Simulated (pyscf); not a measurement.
PH₂• + InH₂• -> PH [triplet] + InH₃, a hydrogen abstraction (triplet surface; H–P broken, H–In formed). PySCF, gas phase, ωB97X-D3(BJ)/def2-SVP geometries. MP2 and CC: frozen core, UHF for open shells. ΔMP2 is the change of the MP2 total energy from the triple- to the quadruple-zeta basis. Energies in kJ/mol from the separated reactants.

AM1 to PM7: differences of heats of formation from MOPAC. Open shells are spin-unrestricted. 

**Question.** Quick PM3 single points give ΔE‡ = 8.6 kJ/mol and ΔE = +57.4 kJ/mol. What does CCSD(T)/def2-TZVPP + ΔMP2(QZVPP) give, and how far is the quick result from it?

**Answer.** CCSD(T)/def2-TZVPP + ΔMP2(QZVPP) gives ΔE‡ = 35.2 kJ/mol and ΔE = +15.9 kJ/mol. PM3 lies 26.6 kJ/mol under it in the barrier and 41.5 kJ/mol over it in the reaction energy, so on this step it does not hold to within 12.6 kJ/mol. At PM3 this geometry lies under one side, so its ΔE‡ may be no barrier of that level. CCSD(T)/def2-TZVPP + ΔMP2(QZVPP) has limits of its own. On the reactant side the descent ends in a complex (not fully relaxed), 20.7 kJ/mol under the separated species and 52.7 kJ/mol under the saddle at ωB97X-D3(BJ)/def2-TZVP. On the product side the descent ends in a complex (not fully relaxed), 19.5 kJ/mol under the separated species and 28.8 kJ/mol under the saddle at ωB97X-D3(BJ)/def2-TZVP. PH₂• + InH₂• also meet on a surface of lower spin, which isn't treated here. This is the saddle that the search found; another between the same sides may lie lower. The angle at the transferred H is 165°. The CCSD(T) − MP2 part came from Ansatz, without density fitting, on the same reference. The frozen core leaves the outer d or s,p core shells of the metals and heavy elements correlated in the MP2 and CC values, and def2-TZVPP describes them poorly, which can shift differences by a few kcal/mol. Elements past Kr carry the def2 core potentials, without spin-orbit coupling.
